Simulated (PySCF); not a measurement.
**Working out the ionisation energy of Ne**

Ne [Ne] (1S) → Ne+ [He] 2s2 2p5 (2P). Computed with PySCF 2.14 in def2-TZVP (5s3p2d1f, 31 functions), with the non-relativistic Hamiltonian (point nucleus). Frozen: 1s2. Energies in hartree (1 hartree = 27.21139 eV):

```json
{"part": "UHF", "Ne (lower)": "-128.541493", "Ne+ (upper)": "-127.818505"}
{"part": "CCSD correlation", "Ne (lower)": "-0.264361", "Ne+ (upper)": "-0.205547"}
{"part": "(T)", "Ne (lower)": "-0.003982", "Ne+ (upper)": "-0.002237"}
```

Q: What does Hartree-Fock give?

A: (-127.818505) − (-128.541493) = 0.722988 hartree = 19.674 eV.

Q: What do CCSD and CCSD(T) give?

A: The CCSD correlation energies differ by 0.058814 hartree = 1.600 eV and the triples by 0.001745 hartree = 0.047 eV, so CCSD gives 21.274 eV and CCSD(T) 21.321 eV.

Measured between the centres of the two terms (NIST): 21.597 eV, so CCSD(T) (valence) is off by -0.276 eV.

What remains against the reference includes basis incompleteness, the frozen core and higher excitations.
